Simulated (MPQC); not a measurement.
**One shape, several levels: CHClF (SMILES F[CH]Cl)**

Wanted: a comparison of 5 runs (UHF/STO-3G, UHF/3-21G, UHF/def2-SVP, UB3LYP/6-31G*, UPBE0/def2-SVP) of CHClF. 

The calculation is run with MPQC 2.3.1.

2 further runs of the same task are left out: 1 that didn't finish, 1 set aside as unsound or not needed.

## Step 1: Starting point

CHClF: 4 atoms, total charge 0, spin state doublet. SMILES: `F[CH]Cl`. The coordinates come from a GFN2-xTB relaxation.

Bond lengths: F1–C2 1.341 Å, C2–Cl3 1.685 Å, C2–H4 1.079 Å. Angles: F1–C2–Cl3 115.2°, F1–C2–H4 113.5°, Cl3–C2–H4 119.3°.

## Step 2: Energy and forces at UHF/STO-3G (run 1)

The input, run.in:

```
% CHClF
molecule<Molecule>: (
  symmetry = c1
  unit = bohr
  { atoms geometry } = {
    F  [ -2.40016005    -0.25951609    -0.58362302 ]
    C  [ -0.09809568     0.34810645     0.28226839 ]
    Cl [ 1.82592897    -2.12008374     0.87348811 ]
    H  [ 0.67232676     2.03149338    -0.57215238 ]
  }
)
basis<GaussianBasisSet>: (
  name = "STO-3G"
  molecule = $:molecule
  basisdir = "."
  puream = yes
)
mpqc: (
  checkpoint = no
  savestate = no
  restart = no
  do_energy = yes
  do_gradient = yes
  optimize = no
  mole<UHF>: (
    molecule = $:molecule
    basis = $:basis
    total_charge = 0
    multiplicity = 2
    memory = 1000000000
    print_evals = yes
    print_npa = yes
    maxiter = 120
    value_accuracy = 1e-08
    guess_wavefunction<UHF>: (
      molecule = $:molecule
      total_charge = 0
      multiplicity = 2
      memory = 1000000000
      value_accuracy = 1e-3
      basis<GaussianBasisSet>: (
        name = "MINI (Huzinaga)"
        molecule = $:molecule
      )
    )
  )
)
```

The basis set STO-3G is read from a file made from the Basis Set Exchange's data (not shown).

Launch:

```console
mpqc run.in > run.out
```

Standard output:

```text
MPQC: Massively Parallel Quantum Chemistry
[...]
  <S^2>      = 0.758987
  total scf energy = -590.5367453848
[...]
Value of the MolecularEnergy: -590.5367453848
  Gradient of the MolecularEnergy:
      1    0.0093487960
      2    0.0028218274
      3    0.0013513901
      4    0.0547700304
      5   -0.0488478662
      6    0.0077155335
      7   -0.0500209324
      8    0.0564188862
      9   -0.0134591515
     10   -0.0140978941
     11   -0.0103928474
     12    0.0043922278
[...]
      symmetry = c1
[...]
      nbasis = 20
[...]
    nalpha = 17
    nbeta = 16
[...]
```

Wall time 0.2 s (1 thread of Arm Neoverse V2, shared host).

## Step 3: Energy and gradient at UHF/3-21G (run 2)

The input, mol.in:

```
% emacs should use -*- KeyVal -*- mode
molecule<Molecule>: (
  symmetry = c1
  unit = angstrom
  { atoms geometry } = {
    F  [ -1.270110      -0.137330      -0.308840 ]
    C  [ -0.051910       0.184210       0.149370 ]
    Cl [ 0.966240      -1.121900       0.462230 ]
    H  [ 0.355780       1.075020      -0.302770 ]
  }
)
basis<GaussianBasisSet>: (
  name = "3-21G"
  molecule = $:molecule
  basisdir = "."
  puream = yes
)
mpqc: (
  checkpoint = no
  savestate = no
  restart = no
  do_energy = yes
  do_gradient = yes
  optimize = no
  mole<UHF>: (
    molecule = $:molecule
    basis = $:basis
    total_charge = 0
    multiplicity = 2
    memory = 1000000000
    print_evals = yes
    print_npa = yes
    maxiter = 120
    value_accuracy = 1e-08
    guess_wavefunction<UHF>: (
      molecule = $:molecule
      total_charge = 0
      multiplicity = 2
      memory = 1000000000
      value_accuracy = 1e-3
      basis<GaussianBasisSet>: (
        name = "MINI (Huzinaga)"
        molecule = $:molecule
      )
    )
  )
)
```

The basis set 3-21G is read from a file made from the Basis Set Exchange's data (not shown).

Launch:

```console
mpqc mol.in > mol.out
```

Standard output:

```text
MPQC: Massively Parallel Quantum Chemistry
[...]
  <S^2>      = 0.759434
  total scf energy = -594.3522718800
[...]
Value of the MolecularEnergy: -594.3522718800
  Gradient of the MolecularEnergy:
      1    0.0136218384
      2    0.0062933014
      3    0.0038425397
      4    0.0255856551
      5   -0.0603031828
      6    0.0110561462
      7   -0.0370004492
      8    0.0452574123
      9   -0.0099346631
     10   -0.0022070443
     11    0.0087524691
     12   -0.0049640228
[...]
      symmetry = c1
[...]
      nbasis = 33
[...]
    nalpha = 17
    nbeta = 16
[...]
```

Wall time 0.54 s (1 thread of Arm Neoverse V2, shared host).

## Step 4: Energy and forces at UHF/def2-SVP (run 3)

The input, mol.in:

```
molecule<Molecule>: (
   symmetry = c1
   unit = angstrom
   { atoms geometry } = {
      F  [ -1.270110 -0.137330 -0.308840 ]
      C  [ -0.051910 0.184210 0.149370 ]
      Cl [ 0.966240 -1.121900 0.462230 ]
      H  [ 0.355780 1.075020 -0.302770 ]
   }
)
basis<GaussianBasisSet>: (
   name = "def2-SVP"
   molecule = $:molecule
   basisdir = "."
   puream = yes
)
mpqc: (
   checkpoint = no
   savestate = no
   restart = no
   do_energy = yes
   do_gradient = yes
   optimize = no
   mole<UHF>: (
      molecule = $:molecule
      basis = $:basis
      total_charge = 0
      multiplicity = 2
      memory = 1000000000
      print_evals = yes
      print_npa = yes
      maxiter = 120
      value_accuracy = 1e-08
      guess_wavefunction<UHF>: (
         molecule = $:molecule
         total_charge = 0
         multiplicity = 2
         memory = 1000000000
         value_accuracy = 1e-3
         basis<GaussianBasisSet>: (
            name = "STO-3G"
            molecule = $:molecule
         )
      )
   )
)
```

The basis set def2-SVP is read from a file made from the Basis Set Exchange's data (not shown).

Launch:

```console
mpqc mol.in > mol.out
```

Standard output:

```text
MPQC: Massively Parallel Quantum Chemistry
[...]
  <S^2>      = 0.760434
  total scf energy = -597.0680976505
[...]
Value of the MolecularEnergy: -597.0680976505
  Gradient of the MolecularEnergy:
      1   -0.0231372001
      2   -0.0041404402
      3   -0.0074566203
      4    0.0337816267
      5   -0.0062236143
      6    0.0060056075
      7   -0.0079057859
      8    0.0099212919
      9   -0.0005056259
     10   -0.0027386407
     11    0.0004427627
     12    0.0019566387
[...]
      symmetry = c1
[...]
      nbasis = 51
[...]
    nalpha = 17
    nbeta = 16
[...]
```

Run time: 2.4 s. Hardware: 1 thread of Arm Neoverse V2, shared host; peak memory 0.15 GiB.

Run 4 isn't shown in full; the table further down has it.

## Step 5: Energy and gradient at UPBE0/def2-SVP (run 5)

The input, job.in:

```
molecule<Molecule>: (
    symmetry = c1
    unit = bohr
    { atoms geometry } = {
        F  [ -2.40016005 -0.25951609 -0.58362302 ]
        C  [ -0.09809568 0.34810645 0.28226839 ]
        Cl [ 1.82592897 -2.12008374 0.87348811 ]
        H  [ 0.67232676 2.03149338 -0.57215238 ]
    }
)
basis<GaussianBasisSet>: (
    name = "def2-SVP"
    molecule = $:molecule
    basisdir = "."
    puream = yes
)
mpqc: (
    checkpoint = no
    savestate = no
    restart = no
    do_energy = yes
    do_gradient = yes
    optimize = no
    mole<UKS>: (
        molecule = $:molecule
        basis = $:basis
        total_charge = 0
        multiplicity = 2
        memory = 1000000000
        print_evals = yes
        print_npa = yes
        maxiter = 120
        value_accuracy = 1e-08
        functional<SumDenFunctional>: (
            a0 = 0.25
            coefs = [ 0.75 1 ]
            funcs: [ <PBEXFunctional>: () <PBECFunctional>: () ]
        )
        integrator<RadialAngularIntegrator>: ( grid = xfine )
        guess_wavefunction<UHF>: (
            molecule = $:molecule
            total_charge = 0
            multiplicity = 2
            memory = 1000000000
            value_accuracy = 1e-3
            basis<GaussianBasisSet>: (
                name = "STO-3G"
                molecule = $:molecule
            )
        )
    )
)
```

The basis set def2-SVP is read from a file made from the Basis Set Exchange's data (not shown).

Launch:

```console
mpqc -o job.out job.in
```

Standard output:

```text
MPQC: Massively Parallel Quantum Chemistry
[...]
  Integrated electron density error = -0.000260018939
  iter     1 energy = -597.7828937205 delta = 1.91974e-01
  Integrated electron density error = -0.001056615350
  iter     2 energy = -598.0659174757 delta = 3.05630e-02
[...]
  Integrated electron density error = -0.000000557642
  iter    21 energy = -598.1316667677 delta = 2.84637e-08
  Integrated electron density error = -0.000000557643
  iter    22 energy = -598.1316667677 delta = 1.65510e-08
  Integrated electron density error = -0.000000557643
  iter    23 energy = -598.1316667677 delta = 1.31355e-08
[...]
  <S^2>      = 0.753364
  total scf energy = -598.1316667677
[...]
  Integrated electron density error = -0.000000558164
  Total Gradient:
[...]
Value of the MolecularEnergy: -598.1316667677
  Gradient of the MolecularEnergy:
      1   -0.0127722349
      2   -0.0028297413
      3   -0.0051553379
      4    0.0259749715
      5    0.0052457349
      6    0.0017649515
      7   -0.0063294184
      8    0.0062162592
      9   -0.0011219247
     10   -0.0068733182
     11   -0.0086322528
     12    0.0045123111
[...]
        symmetry = c1
[...]
        nbasis = 51
[...]
      nalpha = 17
      nbeta = 16
[...]
```

Run time: 27 s. Hardware: 1 thread of Arm Neoverse V2, shared host; peak memory 0.15 GiB.

## Step 6: The series

```tsv
run	level	starting guess	integration grid	energy (Eh)	⟨S²⟩	largest force (eV/Å)	wall time
1	UHF/STO-3G	MINI (Huzinaga)	–	-590.536745	0.759	3.939	0.2 s
2	UHF/3-21G	MINI (Huzinaga)	–	-594.352272	0.759	3.416	0.54 s
3	UHF/def2-SVP	STO-3G	–	-597.068098	0.760	1.793	2.4 s
4	UB3LYP/6-31G* (spherical functions)	huckel STO-3G	xfine	-598.660175	0.753	1.138	24 s
5	UPBE0/def2-SVP	STO-3G	xfine	-598.131667	0.753	1.366	27 s
```

## Step 7: Summary of results

| quantity | value |
| --- | --- |
| run 5: total energy | -598.13167 Eh |
| run 5: ⟨S²⟩ | 0.753 |
| run 5: largest force on an atom | 1.366 eV/Å |

In words: Totals of different functionals can't be ranked against each other. In run 1 the basis is minimal, so the values are rough. All runs together took 54 s, the longest 27 s.
